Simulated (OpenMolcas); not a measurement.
# SiH2Cl− (SMILES [SiH2-]Cl), step by step

Wanted: a single-point energy (UHF/STO-3G), then the energy (CASSCF(2,2)/STO-3G), then the energy (CASPT2(2,2)/STO-3G), then a single-point energy (SC-NEVPT2(2,2)/STO-3G), then the energy (MRCI(2,2)/STO-3G) of SiH2Cl−. 

Program for the calculation: OpenMolcas 26.06.

3 further runs of the same task are left out: 1 for a known fault of the program, 1 that didn't finish, 1 set aside as unsound or not needed.

### 1 Starting point

SiH2Cl−: 4 atoms, total charge -1, spin state singlet. SMILES: `[SiH2-]Cl`. The Si1–Cl2 distance was set to 5.725 Å, away from the relaxed value. At this shape a bond of the SMILES string is far longer than usual.

Bond lengths: Si1–H3 1.492 Å, Si1–H4 1.493 Å. Angles: H3–Si1–H4 98.8°.

### 2 The energy at UHF/STO-3G (run 1)

input.xyz

```xyz
4

Si    -3.727867     1.261789    -0.526989
Cl     1.672110    -0.122480     0.774530
H     -4.211047    -0.147021    -0.615529
H     -3.453137     1.499399    -1.974739
```

step1.input

```
&GATEWAY
 BASLIB=$CurrDir
 COORD=input.xyz
 BASIS=STO-3G
 GROUP=NoSym

&SEWARD

&SCF
 UHF
 CHARGE=-1
 SCRAMBLE=0.25
 PRORBITALS=1 1
```

The basis set STO-3G is read from a file made from the Basis Set Exchange's data (not shown).

Started as:

```bash
$ export MOLCAS_MEM=1860
$ pymolcas step1.input > step1.log
```

Standard output:

```text
--- Start Module: gateway ---
[...]
--- Stop Module: gateway /rc=_RC_ALL_IS_WELL_ ---
--- Start Module: seward ---
[...]
      Basis functions           20
--- Stop Module: seward /rc=_RC_ALL_IS_WELL_ ---
--- Start Module: scf ---
[...]
       Convergence after  20 Iterations
[...]
::    Total SCF energy                               -741.1480851365
[...]
      Total spin, S                                     0.1842168127
[...]
      Total electronic charge=   34.000000
      Total            charge=   -1.000000
[...]
      Dipole Moment (debye):
      Origin of the operator (angstrom)=   -0.8243    0.4985    0.1498
                   X= -1.1760E+01               Y=  2.9912E+00               Z= -2.8612E+00           Total=  1.2467E+01
      Center of Charge (angstrom)
[...]
--- Stop Module: scf /rc=_RC_ALL_IS_WELL_ ---
[...]
```

Run time: 1.9 s. Hardware: 1 thread of Arm Neoverse V1, shared host; peak memory 0.37 GiB.

### 3 A single-point energy at CASSCF(2,2)/STO-3G (run 2)

input.xyz is that of step 2.

step2.inp

```
&GATEWAY
 BasLib
 $CurrDir
 Coord
 input.xyz
 Basis
 STO-3G
 Group
 NoSym

&SEWARD

&RASSCF
 FileOrb
 $CurrDir/step1.UnaOrb
 Spin
 1
 Nactel
 2 0 0
 Inactive
 16
 Ras2
 2
 OrbListing
 Nothing
 OrbAppear
 Compact
```

The basis set STO-3G is read from a file made from the Basis Set Exchange's data (not shown).

Started as:

```bash
$ export MOLCAS_MEM=1860
$ pymolcas step2.inp > step2.log
```

Standard output:

```text
--- Start Module: gateway ---
[...]
--- Stop Module: gateway /rc=_RC_ALL_IS_WELL_ ---
--- Start Module: seward ---
[...]
      Basis functions           20
--- Stop Module: seward /rc=_RC_ALL_IS_WELL_ ---
--- Start Module: rasscf ---
[...]
      Number of active orbitals                  2
[...]
      Spin quantum number                      0.0
[...]
      Active orbitals                            2
[...]
      Number of CSFs                             3
[...]
      Number of root(s) required                 1
[...]
      Convergence after 11 iterations
[...]
      printout of CI-coefficients larger than  0.05 for root  1
      energy=    -741.159984
      conf/sym  11     Coeff  Weight
             1  20   0.98776 0.97567
             3  02  -0.15599 0.02433
      Natural orbitals and occupation numbers for root  1
      sym 1:   1.951336   0.048664
      ************************************************************************************************************************
      *                                                    Final results                                                     *
[...]
::    RASSCF root number  1 Total energy:   -741.15998446
[...]
      Total electronic charge=   34.000000
      Total            charge=   -1.000000
[...]
      Dipole Moment (debye):
      Origin of the operator (angstrom)=   -0.8243    0.4985    0.1498
                   X= -1.1766E+01               Y=  2.9508E+00               Z= -2.9136E+00           Total=  1.2475E+01
      Center of Charge (angstrom)
[...]
--- Stop Module: rasscf /rc=_RC_ALL_IS_WELL_ ---
[...]
```

Run time: 1.7 s. Hardware: 1 thread of Arm Neoverse V1, shared host; peak memory 0.37 GiB.

### 4 The energy at CASPT2(2,2)/STO-3G (run 3)

input.xyz is that of step 3.

step3.input

```
&GATEWAY
  BasLib = $CurrDir
  Coord = input.xyz
  Basis = STO-3G
  Group = NoSym

&SEWARD

&RASSCF
  FileOrb = $CurrDir/step2.RasOrb
  Spin = 1
  Nactel = 2 0 0
  Inactive = 16
  Ras2 = 2
  OrbListing = Nothing
  OrbAppear = Compact

&CASPT2
  Imaginary = 0.1
  Frozen = 10
```

The basis set STO-3G is read from a file made from the Basis Set Exchange's data (not shown).

Started as:

```bash
$ export MOLCAS_MEM=1860
$ pymolcas step3.input > step3.log
```

Standard output:

```text
--- Start Module: gateway ---
[...]
--- Stop Module: gateway /rc=_RC_ALL_IS_WELL_ ---
[...]
      Basis functions           20
[...]
--- Start Module: rasscf ---
[...]
      Number of active orbitals                  2
[...]
      Spin quantum number                      0.0
[...]
      Active orbitals                            2
[...]
      Number of CSFs                             3
[...]
      Number of root(s) required                 1
[...]
      Convergence after  4 iterations
[...]
      printout of CI-coefficients larger than  0.05 for root  1
      energy=    -741.159984
      conf/sym  11     Coeff  Weight
             1  20   0.98776 0.97567
             3  02  -0.15599 0.02433
      Natural orbitals and occupation numbers for root  1
      sym 1:   1.951336   0.048664
      ************************************************************************************************************************
      *                                                    Final results                                                     *
[...]
::    RASSCF root number  1 Total energy:   -741.15998446
[...]
      Total electronic charge=   34.000000
      Total            charge=   -1.000000
[...]
      Dipole Moment (debye):
      Origin of the operator (angstrom)=   -0.8243    0.4985    0.1498
                   X= -1.1766E+01               Y=  2.9508E+00               Z= -2.9136E+00           Total=  1.2475E+01
      Center of Charge (angstrom)
[...]
--- Stop Module: rasscf /rc=_RC_ALL_IS_WELL_ ---
--- Start Module: caspt2 ---
[...]
 ###    WARNING: User changed nr of frozen orbitals.                         ###
 ###############################################################################
[...]
      E2 (Variational):          -0.0254853807
      Total energy:            -741.1854698381
[...]
      Reference weight:           0.98656
[...]
::    CASPT2 Root  1     Total energy:   -741.18546984
[...]
--- Stop Module: caspt2 /rc=_RC_ALL_IS_WELL_ ---
[...]
```

Run time: 1.7 s. Hardware: 1 thread of Arm Neoverse V1, shared host; peak memory 0.37 GiB.

### 5 The energy at SC-NEVPT2(2,2)/STO-3G (run 4)

input.xyz is that of step 4.

step4.input

```
&GATEWAY
BASLIB=$CurrDir
COORD=input.xyz
BASIS=STO-3G
GROUP=NoSym
&SEWARD
&RASSCF
FILEORB=$CurrDir/step2.RasOrb
SPIN=1
NACTEL=2 0 0
INACTIVE=16
RAS2=2
ORBLISTING=Nothing
ORBAPPEAR=Compact
&CASPT2
SC-NEVPT2
FROZEN=10
```

The basis set STO-3G is read from a file made from the Basis Set Exchange's data (not shown).

Started as:

```bash
$ export MOLCAS_MEM=1860
$ pymolcas step4.input > step4.log
```

Standard output:

```text
--- Start Module: gateway ---
[...]
--- Stop Module: gateway /rc=_RC_ALL_IS_WELL_ ---
[...]
      Basis functions           20
[...]
--- Start Module: rasscf ---
[...]
      Number of active orbitals                  2
[...]
      Spin quantum number                      0.0
[...]
      Active orbitals                            2
[...]
      Number of CSFs                             3
[...]
      Number of root(s) required                 1
[...]
      Convergence after  4 iterations
[...]
      printout of CI-coefficients larger than  0.05 for root  1
      energy=    -741.159984
      conf/sym  11     Coeff  Weight
             1  20   0.98776 0.97567
             3  02  -0.15599 0.02433
      Natural orbitals and occupation numbers for root  1
      sym 1:   1.951336   0.048664
      ************************************************************************************************************************
      *                                                    Final results                                                     *
[...]
::    RASSCF root number  1 Total energy:   -741.15998446
[...]
      Total electronic charge=   34.000000
      Total            charge=   -1.000000
[...]
      Dipole Moment (debye):
      Origin of the operator (angstrom)=   -0.8243    0.4985    0.1498
                   X= -1.1766E+01               Y=  2.9508E+00               Z= -2.9136E+00           Total=  1.2475E+01
      Center of Charge (angstrom)
[...]
--- Stop Module: rasscf /rc=_RC_ALL_IS_WELL_ ---
--- Start Module: caspt2 ---
[...]
 ###    WARNING: User changed nr of frozen orbitals.                         ###
 ###############################################################################
[...]
      E2 (Variational):          -0.0238733197
[...]
      E2 (Variational):          -0.0238731034
      Total energy:            -741.1838575609
[...]
      Reference weight:           0.98828
[...]
::    SC-NEVPT2 Root  1     Total energy:   -741.18385756
[...]
--- Stop Module: caspt2 /rc=_RC_ALL_IS_WELL_ ---
[...]
```

Wall time 1.7 s (1 thread of Arm Neoverse V1, shared host); peak memory 0.37 GiB.

### 6 The energy at MRCI(2,2)/STO-3G (run 5)

input.xyz is that of step 5.

step5.input

```
>>> EXPORT MOLCAS_PRINT=2

&gateway
  baslib
  $CurrDir
  coord
  input.xyz
  basis
  STO-3G
  group
  NoSym

&seward

&rasscf
  fileorb
  $CurrDir/step2.RasOrb
  spin
  1
  nactel
  2 0 0
  inactive
  16
  ras2
  2
  orblisting
  Nothing
  orbappear
  Compact

&motra
  lumorb
  frozen
  10

&guga
  electrons
  14
  spin
  1
  inactive
  6
  active
  2
  ciall
  1

&mrci
  sdci
```

The basis set STO-3G is read from a file made from the Basis Set Exchange's data (not shown).

Started as:

```bash
$ export MOLCAS_MEM=1860
$ pymolcas step5.input > step5.log
```

Standard output:

```text
--- Start Module: gateway ---
[...]
--- Stop Module: gateway /rc=_RC_ALL_IS_WELL_ ---
[...]
      Basis functions           20
[...]
      Number of active orbitals                  2
[...]
      Spin quantum number                      0.0
[...]
      Active orbitals                            2
[...]
      Number of CSFs                             3
[...]
      Number of root(s) required                 1
[...]
      Convergence after  4 iterations
[...]
      printout of CI-coefficients larger than  0.05 for root  1
      energy=    -741.159984
      conf/sym  11     Coeff  Weight
             1  20   0.98776 0.97567
             3  02  -0.15599 0.02433
      Natural orbitals and occupation numbers for root  1
      sym 1:   1.951336   0.048664
      ************************************************************************************************************************
      *                                                    Final results                                                     *
[...]
::    RASSCF root number  1 Total energy:   -741.15998446
[...]
      Dipole Moment (debye):
      Origin of the operator (angstrom)=   -0.8243    0.4985    0.1498
                   X= -1.1766E+01               Y=  2.9508E+00               Z= -2.9136E+00           Total=  1.2475E+01
      Center of Charge (angstrom)
[...]
      *** WARNING: Default frozen orbitals is overwritten by user input.
      *** Default values:   7
[...]
--- Start Module: guga ---
[...]
--- Stop Module: guga /rc=_RC_ALL_IS_WELL_ ---
--- Start Module: mrci ---
[...]
       (But an ACPF correction will be computed)
       USE THE DEFAULT ACPF G-VALUE GFAC=  0.14285714285714285
[...]
                      CI ENERGY:  -741.19807212
[...]
                ACPF CORRECTION:    -0.00102592
[...]
      Total electronic charge=   34.000000
      Total            charge=   -1.000000
[...]
     ACPF CORRECTION:     -0.00102592
[...]
  CI State   1     Total energy:   -741.19807212     QDav:     -0.00120230     QACPF:     -0.00102592
[...]
--- Stop Module: mrci /rc=_RC_ALL_IS_WELL_ ---
[...]
```

It took 1.8 s on 1 thread of Arm Neoverse V1, shared host; peak memory 0.37 GiB.

### 7 Summary of results

| quantity | value |
| --- | --- |
| run 1, UHF/STO-3G: total energy | -741.14809 Eh |
| run 1, UHF/STO-3G: HOMO energy | 1.60 eV |
| run 1, UHF/STO-3G: LUMO energy | 8.82 eV |
| run 1, UHF/STO-3G: HOMO–LUMO gap (to an unbound level, set by the basis) | 7.22 eV |
| run 1, UHF/STO-3G: ⟨S²⟩ | 0.218 |
| run 2, CASSCF(2,2)/STO-3G: total energy | -741.15998 Eh |
| run 3, CASPT2(2,2)/STO-3G: total energy | -741.18547 Eh |
| run 4, SC-NEVPT2(2,2)/STO-3G: total energy | -741.18386 Eh |
| run 5, MRCI(2,2)/STO-3G: total energy | -741.19807 Eh |

What this shows: ⟨S²⟩ (run 1, UHF/STO-3G) is 0.22 where a pure singlet has 0.00: the reference is spin-contaminated. Mulliken charges (run 1, UHF/STO-3G) run from -1.00 on Cl2 to +0.45 on Si1. The HOMO (run 1, UHF/STO-3G) lies at positive energy, 1.60 eV: the electron is unbound at this level or held by a compact basis; values depend on the basis. Mulliken charges (run 3, CASPT2(2,2)/STO-3G) of the CASSCF density run from -1.00 on Cl2 to +0.46 on Si1. Mulliken charges (run 5, MRCI(2,2)/STO-3G) of the CASSCF density run from -1.00 on Cl2 to +0.46 on Si1.
